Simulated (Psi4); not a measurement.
# doublet AlH+ at 6 levels

Wanted: a comparison of 6 runs (UHF/def2-TZVPPD, U-r2SCAN/def2-TZVPPD, UCAM-B3LYP/def2-TZVPPD, USVWN5/def2-TZVPPD, UCCSD/def2-TZVPPD, UCCSD(T)/def2-TZVPPD) of doublet AlH+. 

The results are computed with Psi4 1.11.

1 further run of the same task is left out (set aside as unsound or not needed).

### Step 1. The structure to begin with

AlH+ has 2 atoms, charge +1, and is taken as a doublet. As SMILES of the parent species, `[AlH]`. The shape is that of a PBE0-D4/def2-TZVP optimisation. That shape belongs to the parent species and isn't relaxed for this state.

Bond lengths: Al1–H2 1.665 Å.

### Step 2. Energy and forces at UHF/def2-TZVPPD (run 1)

job.in reads:

```
memory 2.2 GB

molecule {
  1 2
  Al
  H 1 1.66475
  units angstrom
  symmetry c1
}

set globals {
  basis         def2-TZVPPD
  reference     uhf
  puream        true
  e_convergence 1e-09
  d_convergence 1e-08
  scf_type      pk
  maxiter       100
}

energy_value, wavefunction = gradient("scf", return_wfn=True)
oeprop(wavefunction, "WIBERG_LOWDIN_INDICES", "MULLIKEN_CHARGES", "LOWDIN_CHARGES")
```

Run with:

```bash
$ psi4 -i job.in -o job.out -n 1
```

job.out:

```text
[...]
  Running in c1 symmetry.
[...]
  Nuclear repulsion =    4.132334427817991
[...]
  Multiplicity = 2
[...]
  Nalpha       = 7
  Nbeta        = 6
[...]
    Number of basis functions: 65
[...]
   @UHF iter   1:  -242.15893659811078   -2.57581e-01   2.36812e-03 ADIIS/DIIS
[...]
   @UHF iter  12:  -242.19138853823389   -2.55795e-12   3.51948e-09 DIIS
[...]
   @S^2 Observed:                7.853362835E-01
[...]
  @UHF Final Energy:  -242.19138853823389
   => Energetics <=
    Nuclear Repulsion Energy =              4.1323344278179910
    One-Electron Energy =                -341.2545629710582489
    Two-Electron Energy =                  94.9308400050064023
    Total Energy =                       -242.1913885382338663
  UHF NO Occupations:
  HONO-2 :    5  A 1.9999931
  HONO-1 :    6  A 1.9821864
[...]
 Multipole Moments:
 ------------------------------------------------------------------------------------
     Multipole            Electronic (a.u.)      Nuclear  (a.u.)        Total (a.u.)
 ------------------------------------------------------------------------------------
 L = 1.  Multiply by 2.5417464519 to convert [e a0] to [Debye]
 Dipole X            :         -0.0000000            0.0000000           -0.0000000
 Dipole Y            :         -0.0000000            0.0000000           -0.0000000
 Dipole Z            :         -1.7519016            1.5600499           -0.1918517
 Magnitude           :                                                    0.1918517
[...]
  -Total Gradient:
     Atom            X                  Y                   Z
    ------   -----------------  -----------------  -----------------
       1       -0.000000000059    -0.000000000010    -0.012996808643
       2        0.000000000059     0.000000000010     0.012996808643
[...]
```

Run time: 4.2 s. Hardware: 1 thread of Intel Xeon Platinum 8259CL at 2.50GHz (Skylake/Cascade Lake), shared host; peak memory 0.23 GiB.

### Step 3. A single-point energy at U-r2SCAN/def2-TZVPPD (run 2)

run.py reads:

```python
import psi4

psi4.set_memory('2200 MB')
psi4.set_num_threads(1)
psi4.set_output_file('alh.out', False)

mol = psi4.geometry("""
1 2
Al
H 1 1.66475
symmetry c1
no_reorient
no_com
""")

psi4.set_options({
    'basis': 'def2-TZVPPD',
    'reference': 'uks',
    'puream': True,
    'e_convergence': 1e-09,
    'd_convergence': 1e-08,
    'scf_type': 'pk',
    'dft_radial_points': 99,
    'dft_spherical_points': 590,
    'maxiter': 100,
})

result, w = psi4.energy("r2scan", molecule=mol, return_wfn=True)
psi4.oeprop(w, "DIPOLE", "LOWDIN_CHARGES", "MULLIKEN_CHARGES", title="R2SCAN")
print(f'r2scan energy: {result:.10f} Eh')
```

Run with:

```bash
$ python run.py
```

alh.out:

```text
[...]
  Running in c1 symmetry.
[...]
  Nuclear repulsion =    4.132334427817991
[...]
  Multiplicity = 2
[...]
  Nalpha       = 7
  Nbeta        = 6
[...]
    Number of basis functions: 65
[...]
   @UKS iter   1:  -242.62214202672260   -1.80792e-02   3.18710e-03 DIIS/ADIIS
[...]
   @UKS iter  10:  -242.64724630369008   -2.10321e-12   2.87736e-09 DIIS
[...]
   @S^2 Observed:                7.651351365E-01
[...]
  @UKS Final Energy:  -242.64724630369008
   => Energetics <=
    Nuclear Repulsion Energy =              4.1323344278179910
    One-Electron Energy =                -341.3095825084113812
    Two-Electron Energy =                 113.2181679205821325
    DFT Exchange-Correlation Energy =     -18.6881661436787745
    Empirical Dispersion Energy =           0.0000000000000000
    VV10 Nonlocal Energy =                  0.0000000000000000
    Total Energy =                       -242.6472463036900820
[...]
 Multipole Moments:
 ------------------------------------------------------------------------------------
     Multipole            Electronic (a.u.)      Nuclear  (a.u.)        Total (a.u.)
 ------------------------------------------------------------------------------------
 L = 1.  Multiply by 2.5417464519 to convert [e a0] to [Debye]
 Dipole X            :         -0.0000000            0.0000000           -0.0000000
 Dipole Y            :          0.0000000            0.0000000            0.0000000
 Dipole Z            :         -1.7074364            1.5600499           -0.1473865
 Magnitude           :                                                    0.1473865
[...]
```

Standard output:

```text
r2scan energy: -242.6472463037 Eh
```

Wall time 18 s (1 thread of Intel Xeon Platinum 8259CL at 2.50GHz (Skylake/Cascade Lake), shared host); peak memory 0.74 GiB.

Run 3 isn't shown in full; the table further down has it.

### Step 4. A single-point energy at USVWN5/def2-TZVPPD (run 4)

alh.xyz reads:

```xyz
2
AlH
Al     0.000000     0.000000    -0.025640
H      0.000000     0.000000     1.639110
```

run.py reads:

```python
import psi4

psi4.set_memory(2200000000)
psi4.set_num_threads(1)
psi4.core.set_output_file('run.log', False)

with open('alh.xyz') as f:
    atoms = ''.join(f.readlines()[2:])
mol = psi4.geometry('1 2\n' + atoms + 'symmetry c1')

psi4.set_options({
    'basis': 'def2-TZVPPD',
    'reference': 'uks',
    'puream': True,
    'e_convergence': 1e-09,
    'd_convergence': 1e-08,
    'scf_type': 'pk',
    'dft_radial_points': 99,
    'dft_spherical_points': 590,
    'maxiter': 100,
})

E, wfn = psi4.energy("scf", dft_functional={"name": "SVWN5", "x_functionals": {"LDA_X": {}}, "c_functionals": {"LDA_C_VWN": {}}}, molecule=mol, return_wfn=True)
print(f'total energy {E:.8f} hartree = {E * 27.211386:.5f} eV')
```

Run with:

```bash
$ python run.py
```

run.log:

```text
[...]
  Running in c1 symmetry.
[...]
  Nuclear repulsion =    4.132334427817990
[...]
  Multiplicity = 2
[...]
  Nalpha       = 7
  Nbeta        = 6
[...]
    Number of basis functions: 65
[...]
   @UKS iter   1:  -241.59023106047874    4.68009e-03   3.09963e-03 DIIS/ADIIS
[...]
   @UKS iter  10:  -241.61105593810774   -2.07478e-12   1.30179e-09 DIIS
[...]
   @S^2 Observed:                7.533727321E-01
[...]
  @UKS Final Energy:  -241.61105593810774
   => Energetics <=
    Nuclear Repulsion Energy =              4.1323344278179901
    One-Electron Energy =                -341.2171102479482556
    Two-Electron Energy =                 113.0862785828439314
    DFT Exchange-Correlation Energy =     -17.6125587008213920
    Empirical Dispersion Energy =           0.0000000000000000
    VV10 Nonlocal Energy =                  0.0000000000000000
    Total Energy =                       -241.6110559381077394
[...]
 Multipole Moments:
 ------------------------------------------------------------------------------------
     Multipole            Electronic (a.u.)      Nuclear  (a.u.)        Total (a.u.)
 ------------------------------------------------------------------------------------
 L = 1.  Multiply by 2.5417464519 to convert [e a0] to [Debye]
 Dipole X            :         -0.0000000            0.0000000           -0.0000000
 Dipole Y            :          0.0000000            0.0000000            0.0000000
 Dipole Z            :         -1.6290075            1.5600499           -0.0689576
 Magnitude           :                                                    0.0689576
[...]
```

The script printed:

```text
total energy -241.61105594 hartree = -6574.57170 eV
```

Run time: 6.3 s. Hardware: 1 thread of Intel Xeon Platinum 8259CL at 2.50GHz (Skylake/Cascade Lake), shared host; peak memory 0.3 GiB.

Run 5 isn't shown in full; the table further down has it.

### Step 5. A single-point energy at UCCSD(T)/def2-TZVPPD (run 6)

run.py reads:

```python
import psi4

psi4.set_memory(2200000000)
psi4.set_num_threads(1)
psi4.set_output_file('output.dat', False)

molecule = psi4.geometry("""
1 2
Al     0.000000     0.000000    -0.025640
H      0.000000     0.000000     1.639110
units angstrom
symmetry c1
no_reorient
no_com
""")

psi4.set_options({
    'reference': 'uhf',
    'puream': True,
    'e_convergence': 1e-09,
    'd_convergence': 1e-08,
    'scf_type': 'pk',
    'num_frozen_docc': 5,
    'maxiter': 100,
})

result, w = psi4.energy('ccsd(t)/def2-TZVPPD', return_wfn=True)
print(f'total energy {result:.8f} hartree = {result * 27.211386:.5f} eV')
```

Run with:

```bash
$ python run.py
```

output.dat:

```text
[...]
  Running in c1 symmetry.
[...]
  Nuclear repulsion =    4.132334427817991
[...]
  Multiplicity = 2
[...]
  Nalpha       = 7
  Nbeta        = 6
[...]
    Number of basis functions: 65
[...]
   @UHF iter   1:  -242.15893663083227   -2.57581e-01   2.36812e-03 ADIIS/DIIS
[...]
   @UHF iter  12:  -242.19138853823418   -2.61480e-12   3.51949e-09 DIIS
[...]
   @S^2 Observed:                7.853362835E-01
[...]
  @UHF Final Energy:  -242.19138853823418
   => Energetics <=
    Nuclear Repulsion Energy =              4.1323344278179910
    One-Electron Energy =                -341.2545629710581920
    Two-Electron Energy =                  94.9308400050060470
    Total Energy =                       -242.1913885382341789
  UHF NO Occupations:
  HONO-2 :    5  A 1.9999931
  HONO-1 :    6  A 1.9821864
[...]
 Multipole Moments:
 ------------------------------------------------------------------------------------
     Multipole            Electronic (a.u.)      Nuclear  (a.u.)        Total (a.u.)
 ------------------------------------------------------------------------------------
 L = 1.  Multiply by 2.5417464519 to convert [e a0] to [Debye]
 Dipole X            :          0.0000000            0.0000000            0.0000000
 Dipole Y            :          0.0000000            0.0000000            0.0000000
 Dipole Z            :         -2.5946132            2.4675855           -0.1270278
 Magnitude           :                                                    0.1270278
[...]
      * MP2 total energy                      = -242.224501876317362
[...]
      * CCSD total energy                     = -242.237603931646760
[...]
      * CCSD(T) total energy                     = -242.238213473346150
```

Standard output:

```text
total energy -242.23821347 hartree = -6591.63753 eV
```

Run time: 10 s. Hardware: 1 thread of Intel Xeon Platinum 8259CL at 2.50GHz (Skylake/Cascade Lake), shared host; peak memory 0.38 GiB.

### Step 6. All runs side by side

```
run                   level      task         integration grid  energy (Eh)  HOMO energy (eV)  LUMO energy (eV)   ⟨S²⟩  wall time
  1         UHF/def2-TZVPPD  gradient                        –  -242.191389            -16.92             -6.73  0.785      4.2 s
  2    U-r2SCAN/def2-TZVPPD    energy  99 radial × 590 angular  -242.647246            -13.38            -10.76  0.765       18 s
  3  UCAM-B3LYP/def2-TZVPPD    energy  99 radial × 590 angular  -242.680592            -15.38             -9.50  0.763       13 s
  4      USVWN5/def2-TZVPPD    energy  99 radial × 590 angular  -241.611056            -12.95            -11.56  0.753      6.3 s
  5       UCCSD/def2-TZVPPD    energy                        –  -242.237604            -16.92             -6.73  0.785       12 s
  6    UCCSD(T)/def2-TZVPPD    energy                        –  -242.238213            -16.92             -6.73  0.785       10 s
```

### Step 7. Outcome

| quantity | value |
| --- | --- |
| run 6: total energy | -242.23821 Eh |
| run 6: HOMO energy (Hartree–Fock orbitals) (highest over α and β) | -16.92 eV |
| run 6: LUMO energy (Hartree–Fock orbitals) (lowest over α and β) | -6.73 eV |
| run 6: correlation energy (5 core orbitals frozen) | -46.8 mEh |
| run 6: (T) correction | -0.61 mEh |
| run 6: ⟨S²⟩ of the reference determinant | 0.785 |
| run 6: T1 diagnostic | 0.034 |

Below the UHF energy at the same shape and in the same basis (def2-TZVPPD): UCCSD -46.2 mEh; UCCSD(T) -46.8 mEh. Totals of different functionals can't be ranked against each other. All runs together took 64 s, the longest 18 s.
